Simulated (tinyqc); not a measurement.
Worked calculation: Pariser-Parr-Pople SCF with singles CI, for the molecule C=C1C=C1C=O (SMILES; centres numbered as the heavy atoms are written). One step of it, computed by the program tinyqc.

Problem. Iteration 2: Fock matrix. F_rr = H_rr + P_rr gamma_rr / 2 + sum_(s != r) P_ss gamma_rs; F_rs = H_rs - P_rs gamma_rs / 2; E = tr P (H + F) / 2 + core repulsion sum_(r<s) z_r z_s gamma_rs.

P after iteration 1, lower triangle:
```
           1C         2C         3C        4C        5C        6O
1C   1.348104
2C   0.737168   0.924878
3C  -0.083033   0.574027   0.740999
4C  -0.419884   0.330650   0.700392  0.900672
5C  -0.206445  -0.067690   0.085856  0.460624  0.754087
6O   0.331044  -0.086726  -0.314000  0.042174  0.820232  1.331260
```

core matrix H (eV), lower triangle:
```
            1C          2C          3C          4C          5C          6O
1C  -28.851678
2C   -2.390000  -33.725330
3C    0.000000   -2.390000  -32.294901
4C    0.000000   -2.390000   -2.390000  -34.890895
5C    0.000000    0.000000    0.000000   -2.390000  -32.296503
6O    0.000000    0.000000    0.000000    0.000000   -2.510000  -36.064576
```

repulsion gamma_rs (eV), lower triangle:
```
           1C         2C         3C         4C         5C         6O
1C  11.130000
2C   5.345572  11.130000
3C   3.601244   5.345872  11.130000
4C   3.601555   5.345468   5.346553  11.130000
5C   2.813059   3.600993   3.601886   5.345165  11.130000
6O   2.330248   2.927425   3.239346   4.092155   5.775402  15.200000
```

Centres (angstrom, eV; a flat drawing with bonds scaled to 1.40 angstrom):
```
centre          x          y  core charge z          W   gamma_rr
1C       2.438000  -0.652000              1  11.160000  11.130000
2C       1.221000   0.040000              1  11.160000  11.130000
3C       0.512000   1.247000              1  11.160000  11.130000
4C      -0.179000   0.030000              1  11.160000  11.130000
5C      -1.387000  -0.678000              1  11.160000  11.130000
6O      -2.604000   0.013000              1  17.700000  15.200000
```

Give: F; pi energy.

Solution.

F (eV), lower triangle:
```
         1C       2C       3C       4C       5C       6O
1C  -5.2697
2C  -4.3603  -5.9836
3C   0.1495  -3.9243  -6.5281
4C   0.7561  -3.2737  -4.2623  -6.6392
5C   0.2904   0.1219  -0.1546  -3.6211  -5.8054
6O  -0.3857   0.1269   0.5086  -0.0863  -4.8786  -9.6569
```

pi energy = -81.6119 eV
